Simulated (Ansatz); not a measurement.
# One shape, several levels: singlet [SiN2H5]+

We compute a comparison of 6 runs (HF/STO-3G, B3LYP/6-31G*, PBE-QIDH/def2-SVPD, PBE0/def2-SVPD, SVWN5/def2-SVPD, RPA@PBE/def2-SVPD) of singlet [SiN2H5]+. 

The results are computed with Ansatz 0.2.0.

50 further runs of the same task are left out: 50 set aside as unsound or not needed.

## 1. Starting point

The species is [SiN2H5]+ (8 atoms), meant as a singlet with charge +1. SMILES of the parent species: `N[SiH]N`. The shape is that of a PBE0-D4/def2-TZVP optimisation. This is one conformer, not always the lowest. That shape belongs to the parent species and isn't relaxed for this state.

Bond lengths: N1–Si2 1.713 Å, Si2–N3 1.720 Å, N1–H4 1.008 Å, N1–H5 1.005 Å, Si2–H6 1.504 Å, N3–H7 1.008 Å, N3–H8 1.008 Å. Angles: N1–Si2–N3 106.1°, N1–Si2–H6 117.2°, N3–Si2–H6 103.6°, Si2–N1–H4 122.2°, Si2–N1–H5 121.8°, Si2–N3–H7 120.2°, Si2–N3–H8 119.6°, H4–N1–H5 112.8°, H7–N3–H8 111.5°.

## 2. A single-point energy at HF/STO-3G (run 1)

The input, input.yaml:

```yaml
crystal:
  periodic: [false, false, false]
  atoms:
    - {symbol: N, position_ang: [-1.027000, 0.622100, -0.768300]}
    - {symbol: Si, position_ang: [0.527700, 0.579900, -0.050700]}
    - {symbol: N, position_ang: [0.789500, -1.052600, 0.425100]}
    - {symbol: H, position_ang: [-1.817900, 0.144500, -0.364600]}
    - {symbol: H, position_ang: [-1.296600, 1.349400, -1.406800]}
    - {symbol: H, position_ang: [0.716400, 1.354100, 1.225100]}
    - {symbol: H, position_ang: [0.730800, -1.794000, -0.255200]}
    - {symbol: H, position_ang: [1.468900, -1.260500, 1.139500]}
basis:
  gaussian:
    orbitals: STO-3G
total_charge: 1
hamiltonian:
  xc: hf
accuracy: high
output: {orbitals: {seedname: orbitals}}
```

The run is started by

```console
$ ansatz run input.yaml --threads 1 --pin off --max-ram 3480MiB --events-out events.jsonl --progress --plain --runs-dir runs
```

Log:

```text
Warning: RAYON_NUM_THREADS=1 ignored (pool sized by the plan → 1); use --threads N
Functional definition: HF
  name "HF"
  exchange = exact_x
  correlation = 0
459 factors; integrals over basis functions are off by at most 1.3e-8 eV
mean field evaluation 1: about -10766.4410 eV, gradient 3.1e1 eV
mean field evaluation 2: about -10766.4959 eV, gradient 3.1e1 eV
mean field evaluation 4: about -10769.7943 eV, gradient 1.8e0 eV
mean field evaluation 8: about -10769.8083 eV, gradient 4.8e-2 eV
mean field -10769.80836038 eV, -395.7831572055 hartree, gradient 1.2e-8 eV, S^2 0.000000; 0 other end points of the search recorded, 0 dependent functions left out
reference -10769.80836038 eV, -395.7831572055 hartree; 16, 16 occupied and 8, 8 virtual orbitals, 459 factors
Total energy: -10769.80836038 eV, -395.7831572055 hartree
```

It took 0.14 s on 1 thread of Arm Neoverse V2, shared host.

## 3. A single-point energy at B3LYP/6-31G(d) (spherical functions) (run 2)

The input, molecule.yaml:

```yaml
crystal:
  periodic: [false, false, false]
  atoms:
    - {symbol: N, position_ang: [-1.027000, 0.622100, -0.768300]}
    - {symbol: Si, position_ang: [0.527700, 0.579900, -0.050700]}
    - {symbol: "N", position_ang: [0.789500, -1.052600, 0.425100]}
    - {symbol: H, position_ang: [-1.817900, 0.144500, -0.364600]}
    - {symbol: H, position_ang: [-1.296600, 1.349400, -1.406800]}
    - {symbol: H, position_ang: [0.716400, 1.354100, 1.225100]}
    - {symbol: H, position_ang: [0.730800, -1.794000, -0.255200]}
    - {symbol: H, position_ang: [1.468900, -1.260500, 1.139500]}
basis:
  gaussian: {orbitals: 6-31G_st_-spherical.json}
hamiltonian: {xc: {name: B3LYP}}
accuracy: high
output: {orbitals: {seedname: orbitals}}
total_charge: 1
```

The basis set 6-31G* is read from a file made from the Basis Set Exchange's data (not shown).

The run is started by

```console
$ ansatz run molecule.yaml --threads 1 --pin off --max-ram 3480MiB --events-out events.jsonl --progress --plain --runs-dir runs
```

Log:

```text
Warning: RAYON_NUM_THREADS=1 ignored (pool sized by the plan → 1); use --threads N
Functional definition: B3LYP
  name "B3LYP"
  parameter a0 = 0.2
  parameter ax = 0.72
  parameter ac = 0.81
  exchange = (1 - a0 - ax)*slater_x + ax*b88_x + a0*exact_x
  correlation = (1 - ac)*vwn_rpa_c + ac*lyp_c
1299 factors; integrals over basis functions are off by at most 3.5e-9 eV
mean field evaluation 1: about -10909.1663 eV, gradient 1.0e2 eV
mean field evaluation 2: about -10843.9115 eV, gradient 1.7e2 eV
mean field evaluation 4: about -10930.4968 eV, gradient 2.2e1 eV
mean field evaluation 8: about -10931.7275 eV, gradient 2.5e-1 eV
mean field evaluation 16: about -10931.7277 eV, gradient 1.8e-6 eV
mean field -10931.72765269 eV, -401.7335814452 hartree, gradient 1.2e-8 eV, S^2 0.000000; 0 other end points of the search recorded, 0 dependent functions left out
reference -10931.72768625 eV, -401.7335826785 hartree; 16, 16 occupied and 40, 40 virtual orbitals, 1299 factors
Total energy: -10931.72768625 eV, -401.7335826785 hartree
```

It took 2.9 s on 1 thread of Arm Neoverse V2, shared host; peak memory 0.15 GiB.

Runs 3 to 5 aren't shown in full; the table further down has their settings and results.

## 4. The energy at RPA@PBE/def2-SVPD (run 6)

input.yaml: that of step 2 with these lines changed.

```diff
@@ -5,3 +5,3 @@
     - {symbol: Si, position_ang: [0.527700, 0.579900, -0.050700]}
-    - {symbol: N, position_ang: [0.789500, -1.052600, 0.425100]}
+    - {symbol: "N", position_ang: [0.789500, -1.052600, 0.425100]}
     - {symbol: H, position_ang: [-1.817900, 0.144500, -0.364600]}
@@ -12,8 +12,6 @@
 basis:
-  gaussian:
-    orbitals: STO-3G
+  gaussian: {orbitals: def2-SVPD}
 total_charge: 1
-hamiltonian:
-  xc: hf
+hamiltonian: {xc: pbe}
+correlation: {method: rpa, frozen_orbitals: {H: 0, "N": 1, Si: 5}}
 accuracy: high
-output: {orbitals: {seedname: orbitals}}
```

The run is started by

```console
$ ansatz run input.yaml --threads 1 --pin off --max-ram 3480MiB --events-out events.jsonl --progress --plain --runs-dir runs
```

Log (excerpt; [...] marks lines left out):

```text
Warning: RAYON_NUM_THREADS=1 ignored (pool sized by the plan → 1); use --threads N
Functional definition: PBE
  name "PBE"
[...]
2133 factors; integrals over basis functions are off by at most 3.5e-9 eV
[...]
mean field -10919.88036340 eV, -401.2982015940 hartree, gradient 2.1e-8 eV, S^2 0.000000; 0 other end points of the search recorded, 0 dependent functions left out
7 core orbitals not correlated: weight in the atoms' cores, before any rotation towards them, 1.000 or more for the frozen orbitals, at most 0.000 for the correlated occupied ones
reference -10892.58323222 eV, -400.2950505259 hartree; 9, 9 occupied and 88, 88 virtual orbitals, 2133 factors
Total energy: -10913.04560042 eV, -401.0470286873 hartree
```

Wall time 11 s (1 thread of Arm Neoverse V2, shared host); peak memory 0.41 GiB.

## 5. The series

| run | level | frozen core orbitals | energy (Eh) | HOMO energy (eV) | LUMO energy (eV) | HOMO–LUMO gap (eV) | wall time |
| --- | --- | --- | --- | --- | --- | --- | --- |
| 1 | HF/STO-3G | – | -395.783157 | -14.62 | -3.76 | 10.86 | 0.14 s |
| 2 | B3LYP/6-31G* (spherical functions) | – | -401.733583 | -13.03 | -9.48 | 3.56 | 2.9 s |
| 3 | PBE-QIDH/def2-SVPD | 7 | -401.193379 | -15.76 | -7.70 | 8.07 | 8.7 s |
| 4 | PBE0/def2-SVPD | – | -401.327231 | -13.56 | -9.38 | 4.18 | 6 s |
| 5 | SVWN5/def2-SVPD | – | -399.507358 | -12.36 | -10.26 | 2.10 | 4.2 s |
| 6 | RPA@PBE/def2-SVPD | 7 | -401.047029 | – | – | – | 11 s |

## 6. What came out

```
                               quantity          value
                    run 6: total energy  -401.04703 Eh
run 6: RPA correlation energy (valence)     -752.0 mEh
```

What this shows: Over runs 1, 2, 3, 4, 5 the HOMO–LUMO gap runs from 2.10 eV (SVWN5/def2-SVPD) to 10.86 eV (HF/STO-3G). The two ends differ in method and basis. Totals of different functionals can't be ranked against each other. In run 1 the basis is minimal, so the values are rough. All runs together took 33 s, the longest 11 s.
